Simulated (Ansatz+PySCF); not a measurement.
The numbers below are computed, except where a source is named.
## Ansatz (development build ahead of 0.2.0) run

```yaml
crystal:
  periodic: [false, false, false]
  atoms:
    - { symbol: Na, position_ang: [0.0, 0.0, 0.0] }
    - { symbol: Cl, position_ang: [1.61982, 2.15976, 4.67602] }
basis:
  gaussian: { orbitals: STO-3G }
hamiltonian:
  xc: hf
correlation:
  method: ccsd_t
  frozen_orbitals: { Cl: 5, Na: 1 }
scf:
  omitted_lower_state_checks: [stability, starts, atomic_configurations, cluster_reference, orbital_swaps, given_window_search, neighbouring_geometries, increment]
```

The input is written out in the form of the current development build from the run's settings.

Output:

| Item | Value |
| --- | --- |
| Converged | yes |
| Reference energy | -614.36306 hartree |
| CCSD correlation energy | -0.03911 hartree |
| Triples correction | -0.00164 hartree |
| Total energy | -614.40381 hartree |
| Spin squared of the determinant | 0.000 |
| T1 diagnostic | 0.004 |
| Largest doubles amplitude | 0.03 |
| Occupied orbitals by symmetry in an Abelian subgroup (alpha; beta) | 8 A1 3 B1 3 B2; 8 A1 3 B1 3 B2 |
